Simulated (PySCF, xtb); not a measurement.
Homolysis of single bonds, series allyl-X. Gas-phase values, no solvent. One relaxed conformer stands for each flexible species; it need not be the lowest. Strings in code marks are SMILES. Quantity: homolytic bond dissociation enthalpy at 298 K (no spin–orbit term). Enthalpy corrections at 298 K come from GFN2-xTB frequencies (xtb). Level 1: PBE-D3(BJ)/def2-TZVP // PBE0-D4/def2-TZVP (PySCF). Level 2: PBE0-D4/def2-TZVP (PySCF).

```csv
case,level 1 (kcal/mol),level 2 (kcal/mol)
"C–Se bond of `C=CC[SeH]` (C–C–C–Se torsion -114°, C–C–Se–H torsion -71°), giving `[CH2]C=C` (H–C–C–C torsion 0°) and `[SeH]`",52.4,50.5
"C–S bond of `C=CCS` (C–C–C–S torsion 118°, C–C–S–H torsion -57°), giving `[CH2]C=C` (H–C–C–C torsion 0°) and `[SH]`",61.3,59.5
"C–Si bond of `C=CC[SiH3]` (C–C–C–Si torsion 106°), giving `[CH2]C=C` (H–C–C–C torsion 0°) and `[SiH3]`",67.9,68.3
"C–F bond of `C=CCF` (C–C–C–F torsion 0°), giving `[CH2]C=C` (H–C–C–C torsion 0°) and `[F]`",100.3,withheld
"C–C bond of `C=CCC#N` (C–C–C–C torsion 124°), giving `[CH2]C=C` (H–C–C–C torsion 0°) and `[C]#N`",104.9,108.2
"C–C bond of `C#CCC=C` (C–C–C–C torsion 125°), giving `[CH2]C=C` (H–C–C–C torsion 0°) and `[C]#C`",110.5,110.1
```

**Question.** Fit level 2 = a + b·x to the 5 complete rows by least squares, with x = level 1 in kcal/mol. Give a, b and the rms residual, and predict the withheld value.

**Answer.** Means of the 5 rows: x̄ = 79.4, ȳ = 79.32 kcal/mol. Σ(x − x̄)² = 2806.3 and Σ(x − x̄)(y − ȳ) = 2957.3, so b = 1.054 and a = ȳ − b·x̄ = -4.37 kcal/mol. The rms residual is 1.41 kcal/mol. At x = 100.3 the line gives 101.3 kcal/mol. The run for C–F bond of `C=CCF` (C–C–C–F torsion 0°), giving `[CH2]C=C` (H–C–C–C torsion 0°) and `[F]` gave 94.4 kcal/mol, so the line is off by 6.9 kcal/mol, more than twice the rms residual.

Codes: PySCF, xtb.
